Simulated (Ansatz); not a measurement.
# ClH5Si: the cost of one run

All numbers below are computed with Ansatz 0.2.0 (RKS r2SCAN-D4/6-31G*).

## Step 1: Starting point

Bond lengths: Si1–H3 1.460 Å, Si1–H4 1.459 Å, Si1–H5 1.459 Å, Si1–Cl6 2.430 Å. Angles: H3–Si1–H4 109.5°, H3–Si1–H5 109.5°, H3–Si1–Cl6 178.9°, H4–Si1–H5 109.5°, H4–Si1–Cl6 70.0°, H5–Si1–Cl6 70.0°.

As a file:

```xyz
7

Si    0.0000    0.0000    0.0000
H     0.0000    0.0000    1.8100
H     1.3768    0.0000   -0.4862
H    -0.6877    1.1914   -0.4862
H    -0.6877   -1.1914   -0.4862
Cl   -2.3060    0.0000    0.7662
H    -0.9541    0.0000    1.8716
```

## Step 2: A restrained relaxation towards end A

Springs on the bonds that form and break draw the guess towards this end; the thresholds are loose.

File input.yaml:

```yaml
crystal:
  periodic: [false, false, false]
  atoms:
    - { symbol: Si, position_ang: [0.0, 0.0, 0.0] }
    - { symbol: H, position_ang: [0.0, 0.0, 1.81] }
    - { symbol: H, position_ang: [1.3768, 0.0, -0.4862] }
    - { symbol: H, position_ang: [-0.6877, 1.1914, -0.4862] }
    - { symbol: H, position_ang: [-0.6877, -1.1914, -0.4862] }
    - { symbol: Cl, position_ang: [-2.306, 0.0, 0.7662] }
    - { symbol: H, position_ang: [-0.9541, 0.0, 1.8716] }
basis:
  gaussian: { orbitals: "6-31G*" }
hamiltonian:
  xc: r2scan
  dispersion: d4
relax:
  f_tol: 0.15
  max_steps: 25
  restrain:
    - { distance: [0, 5], at: 3.33, k: 30.0 }
    - { distance: [6, 1], at: 1.86, k: 30.0 }
    - { distance: [0, 1], at: 1.46, k: 30.0 }
    - { distance: [6, 5], at: 1.37, k: 30.0 }
```

Command:

```sh
> ansatz run input.yaml --threads 1 --pin off --max-ram 2048MiB --backend cpu --events-out ev --progress --plain --runs-dir out
```

What time and memory should one allow on 1 thread of Arm Neoverse V2, shared host?

About 16 s, with a peak of 0.12 GiB.
